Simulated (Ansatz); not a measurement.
Results of BLYP (plane waves, PAW; Ansatz, a first-principles code) for hcp Be.

Settings: plane-wave cutoff 520 eV, 30×30×16 k mesh (along the axes of the cell as run), Fermi–Dirac smearing 0.05 eV, scalar-relativistic PAW data made under PBE.

The cell is scaled about its equilibrium volume:

Shape and atoms are relaxed at each volume.

| V (Å³/atom) | P (GPa) | c (Å) | a (Å) |
|---|---|---|---|
| 7.611 | 5.25 | 3.509 | 2.238 |
| 7.770 | 2.51 | 3.530 | 2.255 |
| 7.929 | 0.00 | 3.551 | 2.271 |
| 8.087 | -2.30 | 3.572 | 2.287 |
| 8.246 | -4.40 | 3.592 | 2.302 |

Note: the bulk modulus comes from volumes at which shape and atoms were relaxed.
